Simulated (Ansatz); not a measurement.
**BH3NO radical (SMILES NB[O]): single points off equilibrium**

An exercise on one series of results from a longer session: the logs are not shown, and one member is left open.

Program: Ansatz 0.2.0, Gaussian basis. Level of theory: single points in def2-TZVPP. These are calculated values, not measurements.

Cores are frozen in the correlated methods. Orbitals are unrestricted.

### The system as given

SMILES `NB[O]`, 6 atoms, charge 0, spin multiplicity 2.

Atoms are counted from 1 here; the program's logs count them from 0.

Bond lengths: N1–B2 1.502 Å, N1–H4 1.043 Å, N1–H5 1.067 Å, B2–O3 1.326 Å, B2–H6 1.273 Å. Angles: B2–N1–H4 122.1°, B2–N1–H5 117.7°, H4–N1–H5 112.8°, N1–B2–O3 133.1°, N1–B2–H6 111.0°, O3–B2–H6 115.9°.

As a file:

| atom | x (Å) | y (Å) | z (Å) |
| --- | --- | --- | --- |
| N1 | -0.38640 | 0.27200 | -0.66190 |
| B2 | 0.43510 | -0.08430 | 0.54370 |
| O3 | 0.58690 | 0.47910 | 1.73470 |
| H4 | -0.48140 | -0.37060 | -1.47770 |
| H5 | -1.25010 | 0.87930 | -0.51050 |
| H6 | 1.09880 | -1.15220 | 0.34520 |

The first run:

File run/in.yaml:

```yaml
crystal:
  periodic: [false, false, false]
  atoms:
    - {symbol: N, position_ang: [-0.386400, 0.272000, -0.661900]}
    - {symbol: B, position_ang: [0.435100, -0.084300, 0.543700]}
    - {symbol: O, position_ang: [0.586900, 0.479100, 1.734700]}
    - {symbol: H, position_ang: [-0.481400, -0.370600, -1.477700]}
    - {symbol: H, position_ang: [-1.250100, 0.879300, -0.510500]}
    - {symbol: H, position_ang: [1.098800, -1.152200, 0.345200]}
basis:
  gaussian: {orbitals: def2-TZVPP}
magnetization: {spin_polarized: true, initial_magnetization: 1}
correlation: {method: ccsd_t}
scf: {omitted_lower_state_checks: [cluster_reference]}
output: {forces: true}
```

The command line of these runs was not kept.

Steps of the session up to this table: CCSD(T)/def2-TZVPP; PBE0-D4/def2-TZVPP; wB97M-V/def2-TZVPP; r2SCAN-D4/def2-TZVPP; PBE-D4/def2-TZVPP; BHLYP-D4/def2-TZVPP; r2SCAN0-D4/def2-TZVPP.

One table of the session follows, with a row left open; its other results are not shown here.

```
    method  RMS force component (eV/Å)  angle to CCSD(T) forces (°)  dipole (D)
   CCSD(T)                       1.122                    reference        2.37
   PBE0-D4                       1.050                         13.7        2.57
   wB97M-V                       1.087                          8.8        2.47
 r2SCAN-D4                       0.954                         18.3        2.74
    PBE-D4                       0.760                         26.6        3.02
  BHLYP-D4                           ?                            ?           ?
r2SCAN0-D4                       1.165                         10.3        2.46
```

Estimate the missing values for BHLYP-D4.

The run gave: RMS force component (eV/Å): 1.300; angle to CCSD(T) forces (°): 6.0; dipole (D): 2.32. In the column «RMS force component (eV/Å)» it is the highest.
